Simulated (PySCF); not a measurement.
Bonds (- single, = double, # triple, : aromatic): C1:N2 1.317 Å, N2:N3 1.325 Å, N3:C4 1.345 Å, C4:P5 1.730 Å, P5:C1 1.773 Å. C1 carries H6; N3 carries H7; C4 carries H8.

Geometry: PBE0-D3(BJ)/def2-SVP; GIAO absolute shieldings from PySCF 2.14, gas phase, non-relativistic, averaged over equivalent atoms.

At PBE0/6-31G* (80 basis functions, 4.9 s wall time on 1 thread of an Arm Neoverse V1, shared host):
| atoms | σ (ppm) |
| --- | --- |
| C1 | 36.9 |
| C4 | 45.1 |
| N2 | -59.3 |
| N3 | 56.2 |
| P5 | 288.8 |
| H7 | 22.13 |
| H6 | 23.33 |
| H8 | 23.56 |

Estimate the result of repeating the calculation with WP04/pcSseg-2.

Answers


```csv
atoms,σ at WP04/pcSseg-2,change
C1,-8.3,-45.2
C4,2.1,-43.0
N2,-125.1,-65.8
N3,10.0,-46.2
P5,162.6,-126.2
H7,21.21,-0.92
H6,22.84,-0.49
H8,23.16,-0.40
```

The largest change is at P5 (phosphorus bonded to 2 C, in a 5-membered ring). Cost: 229 basis functions, 15 s wall time on 1 thread of an Arm Neoverse V1, shared host.
